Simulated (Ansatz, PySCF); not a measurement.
A calculation on zinc-blende GaSb returned lattice constant a 6.134 Å, bulk modulus 56.5 GPa.

For reference: lattice constant a 6.096 Å (measured, 300 K, not corrected to a static lattice; as tabulated in Vurgaftman et al. (2001), doi:10.1063/1.1368156); bulk modulus 57 GPa (measured, temperature not stated, not corrected to a static lattice; as tabulated in Toher et al. (2017), arXiv:1611.05714).

**Question.** Which level of theory produced these numbers?
A. Hartree–Fock (Ansatz, a first-principles code)
B. B3LYP (VWN-RPA form) (Ansatz)
C. r²SCAN0 (Ansatz)
D. MP2 (PySCF)

**Answer.** D, MP2 (PySCF)

The others give: Hartree–Fock 6.224 Å, 59.2 GPa; r²SCAN0 6.094 Å, 59.5 GPa; B3LYP (VWN-RPA form) 6.241 Å, 44.0 GPa.

Unless a cell is named, each level is at its own relaxed cell (B3LYP (VWN-RPA form) 30.38, Hartree–Fock 30.14, MP2 28.85, r²SCAN0 28.28 Å³/atom).

Ansatz's density-functional and Hartree–Fock values are scalar-relativistic unless marked +SOC, with PAW data made under PBE.
